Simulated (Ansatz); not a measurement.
# SiH₃+ (singlet): from Hartree-Fock to the top rungs at distance Si1–H3 = 3.185 Å, cc-pVDZ

How much of the correlation energy of SiH₃+ (singlet) does each wave-function method recover here?

Program: Ansatz 0.2.0, Gaussian basis. Level of theory: cc-pVDZ, core rule «outside noble gas», up to 5 orbitals frozen. These are calculated values, not measurements.

The runs, in order: UHF; CCSD(T) on RHF; CCSD(T) on UHF; BCCD(T) on RHF; CISD; CCSDT(Q) on RHF; CCSDT(Q) on UHF; CCSDTQ on RHF; CASSCF and MRCISD+Q, 2 electrons in 2 orbitals; CASSCF and NEVPT2, 2 electrons in 2 orbitals; CASSCF and MRCISD+Q, 6 electrons in 7 orbitals; CASSCF and NEVPT2, 6 electrons in 7 orbitals; Full CI.

26 further runs of the same task are left out: 6 for a known fault of the program, 1 for a mislabelled method, 15 that didn't finish, 4 set aside as unsound or not needed.

### Step 1. The system

The geometry derives from a PBE0/def2-TZVP stationary point (not a proven minimum). One bond is set to the value named and the two fragments are kept rigid.

4 atoms, charge 1, spin multiplicity 1.

Atoms are counted from 1 here; the program's logs count them from 0.

Bond lengths: Si1–H2 1.472 Å, Si1–H4 1.472 Å. Angles: H2–Si1–H4 120.0°.

### Step 2. UHF

in.yaml

```yaml
crystal:
  periodic: [false, false, false]
  atoms:
    - {symbol: Si, position_ang: [0.028214, -0.047794, 0.000110]}
    - {symbol: H, position_ang: [1.500156, -0.033567, 0.000014]}
    - {symbol: H, position_ang: [-1.590872, 2.694968, -0.006176]}
    - {symbol: H, position_ang: [-0.695436, -1.329645, 0.003111]}
basis:
  gaussian: {orbitals: cc-pVDZ}
total_charge: 1
magnetization: {spin_polarized: true, initial_magnetization: 0}
hamiltonian: {xc: hf}
output: {orbitals: {seedname: orbitals}}
```

Launch:

```bash
ansatz run in.yaml --threads 1 --pin off --events-out ev --progress --plain --max-ram 2393MiB
```

The runs that follow: CCSD(T) on RHF; CCSD(T) on UHF; BCCD(T) on RHF; CISD; CCSDT(Q) on RHF; CCSDT(Q) on UHF; CCSDTQ on RHF; CASSCF and MRCISD+Q, 2 electrons in 2 orbitals; CASSCF and NEVPT2, 2 electrons in 2 orbitals; CASSCF and MRCISD+Q, 6 electrons in 7 orbitals; CASSCF and NEVPT2, 6 electrons in 7 orbitals; Full CI.

Before running them: what should the planned runs give, taken together? Wanted: FCI below the RHF energy; RMP2 from FCI; UMP2 from FCI; RCCSD from FCI; RCCSD(T) from FCI; UCCSD(T) from FCI; RCCSDT(Q) from FCI; UCCSDT(Q) from FCI; NEVPT2 pair from FCI.

The runs gave:

```
                         quantity                                                                                              value
         FCI below the RHF energy                                                                                         -4.8287 eV
                    RMP2 from FCI                                                                                        +1738.2 meV
                    UMP2 from FCI                                                                                         +779.1 meV
                   RCCSD from FCI                                                                                         +253.5 meV
                RCCSD(T) from FCI                                                                                          +27.8 meV
                UCCSD(T) from FCI                                                                                         +114.6 meV
               RCCSDT(Q) from FCI                                                                                           +0.4 meV
               UCCSDT(Q) from FCI                                                                                           +1.5 meV
             NEVPT2 pair from FCI                                                                                         +629.3 meV
           MRCISD+Q pair from FCI                                                                                          -15.5 meV
          NEVPT2 valence from FCI                                                                                         +435.8 meV
levels within 1 kcal/mol (43 meV)  RCCSD(T), BCCD(T), RCCSDT, UCCSDT, RCCSDT(Q), UCCSDT(Q), RCCSDTQ, MRCISD+Q pair, MRCISD+Q valence
                    T1 diagnostic                                                                                              0.060
   effectively unpaired electrons                                                                                               1.33
```

RCCSD(T) lands +27.8 meV from the yardstick (0.6 % of the correlation energy). CCSD(T) misses by +27.8 meV on the restricted determinant and by +114.6 meV on the unrestricted one; the two need not hold the same state or core. MRCISD+Q pair falls below full CI: the +Q correction isn't variational, and the cores differ from full CI's. The occupations show strong static correlation (1.3 unpaired electrons where one determinant has 0). Coupled cluster on one determinant still stays close here. Of the multireference levels listed MRCISD+Q valence comes nearest in total energy (+5.2 meV), which doesn't show that its space is the better one. These misses are within one basis, not against nature.
